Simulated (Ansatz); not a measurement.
**FeAs₂: experiment and calculation**

**Experimental background.**

“Huge Thermoelectric Power Factor: FeSb2 versus FeAs2 and RuSb2”, 2009, arxiv:0910.0784 reports, for a bulk crystal of FeAs2: band gap 0.2 eV (from transport).

The runs below are set against these values where they give the same quantity.

Method: Ansatz, DFT r2SCAN, scalar-relativistic, plane waves, PAW.

Settings: cutoff 500 eV, Γ-centred mesh 8×6×12 on the computed 6-atom cell, Gaussian smearing of 0.02 eV; no spin polarisation.

Relaxed structure, symmetry kept:

```
Fe As
1.0
     5.24949    0.00000    0.00000
     0.00000    5.96617    0.00000
     0.00000    0.00000    2.87308
Fe As
2 4
Direct
  0.00000 0.00000 0.00000
  0.50000 0.50000 0.50000
  0.17864 0.36306 0.00000
  0.82136 0.63694 0.00000
  0.67864 0.13694 0.50000
  0.32136 0.86306 0.50000
```

| Item | Value |
| --- | --- |
| Space group | Pnnm (No. 58) |
| Volume per atom | 15.00 Å³ |
| Formation energy from the elements' standard states (uncorrected) | -0.133 eV/atom |
| Generalised Kohn–Sham band gap | 0.51 eV, indirect from (0.000, 0.500, 0.193) to (0.000, 0.000, 0.268) |
| Löwdin character of the top 1 eV of the valence band | Fe 3d 77 %, As 4p 19 % |
| Löwdin character of the lowest 1 eV of the conduction band | Fe 3d 70 %, As 4p 25 % |
| Electron masses at the edge by Cartesian direction of the standard setting (m_e; degenerate bands sorted by energy; no spin-orbit coupling) | x: 0.93; y: 3.2; z: 1.1 |
| Hole masses at the edge by Cartesian direction of the standard setting (m_e; degenerate bands sorted by energy; no spin-orbit coupling) | x: 0.98, 0.98; y: 6.4, 3.0; z: 2.2, 2.2 |
| Bader charges (e) | Fe (2 in the cell) 0.30, As (4 in the cell) -0.15 |

A ferromagnetic start lost its moments in a first run, so spin was left out; other magnetic orders weren't tried.

Against the measured band gap of FeAs2, 0.2 eV (from transport; the paper above), the calculated 0.51 eV is off by +0.31 eV. Kohn–Sham gaps of semilocal functionals fall short of measured ones as a rule; spin-orbit coupling, left out here, would usually lower the calculated gap of a compound with heavy elements. Lattice constants aren't compared, since papers order the axes of such cells in different ways.

Cost: 3 runs of about 12 core-minutes in all, on Arm Neoverse V1 (shared hosts).